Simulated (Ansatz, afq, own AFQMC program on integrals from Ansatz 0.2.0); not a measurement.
PdH2O, triplet: AFQMC among the cluster methods

```yaml
atoms:
  - { symbol: Pd, position_ang: [0.0079, 0.0000, 0.3469] }
  - { symbol: O, position_ang: [-0.0996, 0.0000, -2.0115] }
  - { symbol: H, position_ang: [0.3739, -0.7694, -2.3471] }
  - { symbol: H, position_ang: [0.3739, 0.7694, -2.3471] }
```

Connectivity, by distances: Pd–OH2.

Basis def2-SVP with its core potentials. Noble-gas cores (and the filled d shells of Ga–Kr and In–Xe) are frozen. AFQMC by an in-house program on the Cholesky factors that Ansatz 0.2.0 writes for its CCSD(T) run. ph-AFQMC/CISD is guided by a CISD state made of CCSD amplitudes; releasing the constraint for a short imaginary time cuts its bias at the price of noise, slowly where states lie close. Error bars are statistical, one sigma. No spin–orbit coupling. The metal's outer-core s and p shells are frozen, which shifts wave-function levels against functionals.

Determinant: ROHF, the one that the program's search chose, which needn't be the lowest solution. The geometry is a PBE0/def2-TZVP stationary point of this or a neighbouring charge and spin state.

No full CI on the walks' own integrals is used here. The released AFQMC energy serves as the reference, which it does only where one determinant dominates, the energy is flat over the last release times and near the phaseless one (40 meV or 2 meV an electron, half that with transition metals). On small molecules, where full CI could be run and the noise was under 10 meV, such values lay within 10 meV of it in 19 cases of 20, a flattering rate, since the rule was set on those same cases; what remains of the bias isn't in the error bar.

Cautions: no spin-orbit coupling; outer-core shells of the metal frozen; lower spins were not checked; higher spins were not checked; the released value is read at 1.80 1/Eh, later times being too noisy (meV from the phaseless value at times in 1/Eh: -9 ± 5 at 0.24, -13 ± 5 at 0.60, -9 ± 5 at 1.20, -8 ± 7 at 1.80, -9 ± 13 at 2.60); released reference can be 30 meV off for metals.

The T1 diagnostic is 0.0157. The weight of the determinant in the CISD state is 0.890. The size of the correlated space is 18 electrons in 50 orbitals.

```tsv
level	correlation energy (eV)
MP2	-10.8177
CCSD	-11.0282
CCSD(T)	-11.2676
```

(1) Estimate where phaseless AFQMC with the Hartree–Fock trial lies against CCSD(T) on the same integrals.

(1) 2.7 ± 3.0 kJ/mol below CCSD(T). The gap is under twice the noise, so this walk alone can't tell the two apart.

Reference: AFQMC with the constraint released, correlation energy -11.280 ± 0.007 eV.

| level | E − E(reference) (kJ/mol) | share of correlation (%) |
| --- | --- | --- |
| CCSD(T) | 1.2 ± 0.7 | 99.89 |
| ph-AFQMC/HF | -1.4 ± 3.1 | 100.13 |
| ph-AFQMC/CISD | 0.8 ± 0.8 | 99.93 |

A walk keeps the symmetry of its determinant, which the program's search chose and which needn't be the lowest solution, so a lower state of the same spin and another symmetry isn't excluded. Released energies are given only where the last usable release times agree within the noise; a slower fall can still hide under it.
